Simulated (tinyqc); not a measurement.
A ladder of methods, and size consistency: correlation methods against full CI in the sto-6g basis, for BH3, spin multiplicity 1. Computed by the program tinyqc with PySCF. 

Geometry (angstrom):
```
atom,x,y,z
B,0.0000,0.0000,0.0140
H,1.1660,0.0000,0.0000
H,-0.5830,1.0100,0.0000
H,-0.5830,-1.0100,0.0000
```

RHF energy of one = -26.330828 hartree

All electrons correlated; +Q is the Davidson correction (1 - c0^2) E_corr. The last columns treat two copies 100 angstrom apart as one system. FCI is the lowest singlet.

Correlation energies (hartree):
```
method,E_corr of one,share of FCI (%),E_corr of two at 100 angstrom,two minus twice one (mhartree)
MP2,-0.035739,68.9429,-0.071479,0.0000
CISD,-0.050573,97.5584,-0.098411,2.7356
CISD+Q,-0.052018,100.3463,-0.103593,0.4441
CCSD,-0.051493,99.3331,-0.102986,0.0000
CCSD(T),-0.051712,99.7560,-0.103425,0.0000
FCI,-0.051839,100.0000,-,-
```

MP2 recovers 69 %, CISD 97.6 % and CCSD 99.3 % of the FCI value (c0^2 = 0.971 in CISD). MP2 and coupled cluster are size consistent, so their last column vanishes; CISD loses 2.74 mhartree, since a double excitation on each copy is a quadruple of the pair, and the Davidson correction leaves +0.44.
